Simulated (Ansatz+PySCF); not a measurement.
singlet CH5N: levels of theory in one basis

```xyz
7

C    -0.0091    0.0352   -0.6972
N     0.0085    0.0677    0.7465
H     0.0078   -0.9795   -1.1540
H    -0.8892    0.5703   -1.0780
H     0.8739    0.5692   -1.0883
H    -0.8160   -0.4272    1.1234
H     0.8130   -0.4194    1.1306
```

Basis set: def2-SVP (spherical functions). Correlated methods keep 2 orbitals frozen. Charge 0, multiplicity 1.

Computed with Ansatz (development build ahead of 0.2.0); each method stands on the lowest determinant of its kind that the runs found.

```json
{"method": "RHF", "E − E(RHF) (eV)": "0.00", "<S²> of the determinant": "0.00"}
{"method": "RHF-MP2", "E − E(RHF) (eV)": "-8.85", "<S²> of the determinant": "–"}
{"method": "RHF-CCSD(T)", "E − E(RHF) (eV)": "-9.91", "<S²> of the determinant": "–"}
```

(1) What does RHF-CCSD give on the same scale?

(2) Is a single determinant a sound starting point here?

Answers

(1) -9.68 eV.

(2) By this sign, yes. Unrestricted orbitals gain 0.00 eV and <S²> is 0.00 against 0.00 for a pure state.
